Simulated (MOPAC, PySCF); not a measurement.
CH$_{4}$, SMILES `C`, neutral singlet in the gas phase. 

Cartesian coordinates (Å):
```xyz
5

C      0.0000     0.0000     0.0000
H     -0.6190    -0.8126    -0.4232
H     -0.4157     0.9777    -0.3063
H     -0.0017    -0.0718     1.1033
H      1.0364    -0.0933    -0.3738
```
Charge 0, multiplicity 1.

All levels are single points at this geometry (PBE-D3(BJ)/def2-SVP); Pople sets use spherical d functions. Orbital energies aren't observables, and empty levels follow the basis.

```json
[
 {"level": "PBE-D3(BJ)/def2-TZVP in PySCF", "HOMO (eV)": "-9.38", "LUMO (eV)": "0.86", "gap (eV)": "10.23", "dipole (D)": "0.00", "vertical IE, Delta-SCF (eV)": "13.85"},
 {"level": "BP86/6-31G* in PySCF", "HOMO (eV)": "-9.32", "LUMO (eV)": "2.52", "gap (eV)": "11.84", "dipole (D)": "0.00", "vertical IE, Delta-SCF (eV)": "–"},
 {"level": "PBE/6-31G* in PySCF", "HOMO (eV)": "-9.20", "LUMO (eV)": "2.56", "gap (eV)": "11.76", "dipole (D)": "0.00", "vertical IE, Delta-SCF (eV)": "13.83"},
 {"level": "SVWN5/6-31G* in PySCF", "HOMO (eV)": "-9.19", "LUMO (eV)": "2.48", "gap (eV)": "11.68", "dipole (D)": "0.00", "vertical IE, Delta-SCF (eV)": "–"},
 {"level": "HF/3-21G in PySCF", "HOMO (eV)": "-14.66", "LUMO (eV)": "7.90", "gap (eV)": "22.56", "dipole (D)": "0.00", "vertical IE, Delta-SCF (eV)": "–"},
 {"level": "HF/6-31G* in PySCF", "HOMO (eV)": "-14.71", "LUMO (eV)": "6.88", "gap (eV)": "21.59", "dipole (D)": "0.00", "vertical IE, Delta-SCF (eV)": "13.33"},
 {"level": "HF/STO-3G in PySCF", "HOMO (eV)": "-13.92", "LUMO (eV)": "19.03", "gap (eV)": "32.95", "dipole (D)": "0.00", "vertical IE, Delta-SCF (eV)": "–"},
 {"level": "AM1 in MOPAC", "HOMO (eV)": "-13.34", "LUMO (eV)": "4.68", "gap (eV)": "18.02", "dipole (D)": "0.00", "vertical IE, Delta-SCF (eV)": "–"},
 {"level": "PM3 in MOPAC", "HOMO (eV)": "-13.56", "LUMO (eV)": "4.13", "gap (eV)": "17.70", "dipole (D)": "0.00", "vertical IE, Delta-SCF (eV)": "–"}
]
```
